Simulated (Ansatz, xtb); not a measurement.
**Ranking isomers of HN2P**

5 gas-phase structures of HN2P, found in a search over its isomers (lower ones may exist). Each was relaxed with GFN2-xTB:

A. `N1=PN1`, a singlet
B. `N#[N+][PH-]`, a singlet
C. `N#P=N`, a singlet
D. `N=[N+]=[P-]`, a singlet
E. `N1=NP1`, a singlet

Problem. Which do you expect lowest at r2SCAN-D4/def2-SVP, and how would the others follow?

Solution. Calculated order at r2SCAN-D4/def2-SVP: B (0.0), D (32.5), E (83.3), C (165.7), A (196.7) kJ/mol.

Energies above the lowest of each column, in kJ/mol; the last columns are at B3LYP/6-31G* geometries and were run for some of them only (a dash: not run or not comparable):

```
structure  GFN2-xTB  HF/STO-3G  r2SCAN-D4/def2-SVP  B3LYP/6-31G*  CCSD(T)/def2-TZVPP
        B      53.3       18.0                 0.0           0.0                 0.0
        D       0.0      128.4                32.5          55.1                59.8
        E      91.3        0.0                83.3          64.2                52.4
        C     117.4      466.1               165.7             –                   –
        A      89.4      130.6               196.7             –                   –
```

CCSD(T)/def2-TZVPP puts B lowest of those it was run on; GFN2-xTB picks D, HF/STO-3G picks E. CCSD(T)/def2-TZVPP orders those it was run on as B (0.0), E (52.4), D (59.8) kJ/mol. Frequencies (B3LYP/6-31G*) were run for B, D, E alone. Large T1 diagnostics make some coupled-cluster values less sure.

Over these structures GFN2-xTB departs from r2SCAN-D4/def2-SVP by 44.8 kJ/mol on average once a common shift is removed. A GFN2-xTB relaxation took about 0.038 s and the r2SCAN-D4/def2-SVP energy about 0.5 s on a shared host (Ansatz 0.2.0, xtb 6.7.1 (Pople sets with spherical d functions)).
